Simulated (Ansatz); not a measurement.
Antiferromagnetic (type II) rock-salt NiO, treated with PBEsol-D3(BJ) (PAW; Ansatz, a quantum-chemistry and plane-wave program).

Numerical settings: plane-wave cutoff 520 eV, 14×14×14 k mesh, Fermi–Dirac smearing 0.01 eV, spin-polarised with opposed moments, scalar-relativistic PAW data made under PBE.

Cell (relaxed at this level):

```xyz
4
Lattice="4.0938 2.0328 2.0328 2.0328 4.0938 2.0328 2.0328 2.0328 4.0938" Properties=species:S:1:pos:R:3 pbc="T T T"
Ni     0.0000     0.0000     0.0000
Ni     4.0797     4.0797     4.0797
O      2.0398     2.0398     2.0398
O      6.1195     6.1195     6.1195
```
Starting moments (μB, in the order of the record's atoms Ni Ni O O): 2.0 -2.0 0.0 0.0.

**Question.** Estimate the Γ–Γ gap, bulk modulus B0, magnetic moment (largest site, within a sphere) and band gap that the calculation returns.

**Answer.** 
Γ–Γ gap: 2.33 eV
bulk modulus B0: 226 GPa
magnetic moment (largest site, within a sphere): 1.28 μB
band gap: 0.74 eV (indirect)

Measured, for comparison: bulk modulus 192 ± 7 GPa (room temperature, not corrected to a static lattice, equation of state from high-pressure X-ray diffraction, our sources range from 174 to 209; as tabulated in Gavriliuk et al., The first-order structural transition in NiO at high …). Computed (rounded) less measured: bulk modulus not scored (sources differ).

Note: without U or exact exchange, gaps and moments of open d shells tend to come out too small; the bulk modulus comes from volumes at which shape and atoms were relaxed.

Moments are spin moments.

Computed values are for the static lattice.
